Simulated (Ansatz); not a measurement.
## HB–CH2, triplet: reading a ladder of total energies

Geometry: displaced at random from a stationary point.

```xyz
5

B     0.0045   -0.1600    0.8330
C     0.0037    0.0596   -0.6707
H     0.0517    0.6937    1.6555
H    -0.0511    1.0494   -1.1362
H    -0.0935   -0.7368   -1.4617
```

Basis cc-pVDZ; Ansatz 0.2.0. Correlated methods freeze the noble-gas cores, which leaves 10 electrons in 41 orbitals. Prefix R: restricted or restricted open-shell reference; prefix U: unrestricted.

Full CI isn't at hand for all of this; UCCSDT(Q) serves as the reference, and is uncertain by about the last step of the cluster series.

Runs differ by some tens of microhartree through their thresholds and, for an open shell, their frozen cores, so steps under 0.03 kcal/mol mean nothing.

```json
{"level": "UHF", "total energy (hartree)": "-64.191203"}
{"level": "UMP2", "total energy (hartree)": "-64.367310"}
{"level": "UCCSD", "total energy (hartree)": "-64.399996"}
{"level": "UCCSD(T)", "total energy (hartree)": "-64.404928"}
{"level": "UCCSDT", "total energy (hartree)": "-64.405753"}
{"level": "UCCSDT(Q)", "total energy (hartree)": "-64.405988"}
```

Q: What is the correlation energy at UCCSDT(Q), and what share of it do UMP2 and UCCSD recover?

A: E(corr) = -64.405988 − (-64.191203) = -0.214785 hartree = -5.845 eV. UMP2: -0.176107 / -0.214785 = 81.99 %. UCCSD: -0.208793 / -0.214785 = 97.21 %.

Q: By how many kcal/mol does UCCSD(T) miss UCCSDT(Q) (1 hartree = 627.509 kcal/mol), and which steps make up the rest?

A: -64.404928 − (-64.405988) = 0.001060 hartree = 0.67 kcal/mol. Steps: UCCSDT − UCCSD(T) = -0.52, UCCSDT(Q) − UCCSDT = -0.15 kcal/mol. That is within 1 kcal/mol of the reference in this basis, which itself misses far more of the correlation at the basis-set limit.
